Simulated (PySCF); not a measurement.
## GeCl₂, singlet in cc-pVDZ: errors against RCCSDT(Q)

Geometry: a PBE0/def2-TZVP stationary point for this spin, not checked as a minimum.

```xyz
3

Ge    0.0000   -0.6920    0.0000
Cl    0.0000    0.7089   -1.6730
Cl    0.0000    0.7089    1.6730
```

Basis cc-pVDZ; PySCF 2.14.0. Only valence electrons are correlated (noble-gas cores and the filled d shells of p-block atoms frozen), which leaves 18 electrons in 39 orbitals. R marks a restricted (for open shells ROHF) determinant. No spin–orbit coupling is included, and no scalar relativity.

Full CI isn't at hand for all of this; RCCSDT(Q) serves as the reference, and is uncertain by the last step of the cluster series or more.

The T1 diagnostic (ROHF- or RHF-based CCSD) is 0.0143. The largest doubles amplitude (ROHF- or RHF-based CCSD) is 0.070.

```
   level  E − E(RHF) (eV)
    RMP2          -9.2160
   RCCSD         -10.0754
RCCSD(T)         -10.3399
```

Question: Estimate how far RCCSDT(Q) in cc-pVDZ lies from RCCSD(T). The table doesn't fix it; the size of (T) and the diagnostics are the guide.

Answer: RCCSDT(Q) in cc-pVDZ lies 4.8 kJ/mol below RCCSD(T), which is 19 % of the (T) step (-25.5 kJ/mol). The diagnostics are small and the rest is a small part of (T), but (T) is large here. The miss exceeds 1 kcal/mol.

The other levels:

```
 level  E − E(RCCSDT(Q)) (kJ/mol)  share of correlation (%)  wall time
RCCSDT                        2.5                     99.75          –
```

The correlation energy at RCCSDT(Q), counted from RHF, is -10.390 eV. That run took 4.5 min on 1 thread of Arm Neoverse V2, shared host.

Times are those of the correlated step on a shared host, with one SCF added for the restricted CCSD run; they ran on 1 thread of Arm Neoverse V2.
